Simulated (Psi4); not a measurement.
Psi4 input (wB97X-D/6-311+G**):

```
memory 1500 MB

molecule {
1 2
O     0.00087921    0.00996717    0.66372784
C    -0.00069266   -0.00785239   -0.52290140
H     0.00580988    0.95150323   -1.10075038
H    -0.00868758   -0.98412628   -1.07166392
symmetry c1
no_reorient
no_com
}

set {
  basis 6-311+G**
  reference uks
  scf_type pk
  dft_radial_points 99
  dft_spherical_points 590
  e_convergence 1e-8
  d_convergence 1e-7
  maxiter 150
}

e = energy('wb97x-d')
print_out(f'\nFINAL {e:.10f} DIPOLE {variable("CURRENT DIPOLE")[0]:.6f} {variable("CURRENT DIPOLE")[1]:.6f} {variable("CURRENT DIPOLE")[2]:.6f}\n')
```

Task: Predict the final energy.

Result: -114.09997 Eh.
